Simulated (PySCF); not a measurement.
**Frontier orbitals and the lowest excitations**

Compound: C₃H₄O₃.
Numbering: `[O:1]=[C:2]([OH:3])[C@@H:4]1[CH2:5][O:6]1` (hydrogens: H7 on O3; H8 on C4; H9, H10 on C5)

Theory: PySCF, TDDFT PBE0/def2-SVPD, vertical, gas phase, core orbitals frozen in the response. Geometry: GFN2-xTB, one conformer, isolated molecule. Torsions of this conformer, `[O:1]=[C:2]([OH:3])[C@@H:4]1[CH2:5][O:6]1`: O1–C2–C4–C5 -143°, H–O3–C2–O1 -3°.

Kohn–Sham orbitals with the atoms that hold most of them (Löwdin shares over 4%, at most four atoms; ? is withheld):

```
orbital  ε (eV)                           atoms
 LUMO+2    1.13  C5 23%, H10 22%, O6 10%, O3 9%
 LUMO+1    0.33   O3 36%, H7 20%, C2 14%, O1 9%
   LUMO       ?                               ?
   HOMO   -8.27                               ?
 HOMO-1   -8.93   O6 39%, O1 25%, C5 12%, C4 6%
 HOMO-2   -9.44  O1 31%, O6 19%, C5 15%, C4 15%
 HOMO-3   -9.95  O3 38%, O1 19%, O6 11%, C4 11%
```

Task: Give the leading atoms of the LUMO.

Result: C2 (bonded to C and 2 O) 34%; O1 (bonded to C) 27%; O3 (bonded to C and H) 11%; C4 (bonded to 2 C, O and H) 8%. By element: carbon 43% or more, oxygen 39% or more.

Task: Which atoms hold the HOMO, and with what shares?

Result: O1 (bonded to C) 41%; O6 (bonded to 2 C) 30%; C2 (bonded to C and 2 O) 8%; O3 (bonded to C and H) 7%. By element: oxygen 78%, carbon 8% or more.

Task: What is the LUMO energy, and the HOMO–LUMO gap?

Result: ε(LUMO) = -0.57 eV; the gap is 7.70 eV (0.2831 hartree).

Task: The HOMO–LUMO gap is 7.70 eV. Where does the response calculation put the lowest singlet, and from which orbitals?

Result: S1 is at 5.58 eV (f = 0.0004), 2.12 eV below the gap, made of HOMO→LUMO (87%), HOMO-1→LUMO (10%). Without the coupling terms of the response equations the lowest excitation would equal the gap.

Task: Give energy, strength and leading configuration of S1, S2 and S3, and follow the Löwdin shares of the leading atoms from the occupied to the empty orbital.

Result: 
- S1 (5.58 eV, f 0.0004), HOMO→LUMO (87%): O1 41% → 27%, O6 30% → at most 9%, C2 8% → 34%
- S2 (6.67 eV, f 0.0086), HOMO-1→LUMO (84%): O6 39% → at most 9%, O1 25% → 27%, C2 at most 7% → 34%
- S3 (7.40 eV, f 0.076), HOMO→LUMO+1 (86%): O1 41% → 9%, O6 30% → at most 9%, O3 7% → 36%, H7 at most 8% → 20%

Löwdin shares depend on the basis, the more so with diffuse functions.

Hardware: one thread, Intel Xeon at 2.50 GHz (x86_64), no GPU, on a shared host. Cost: 41 s wall, 0.70 GiB resident at most.
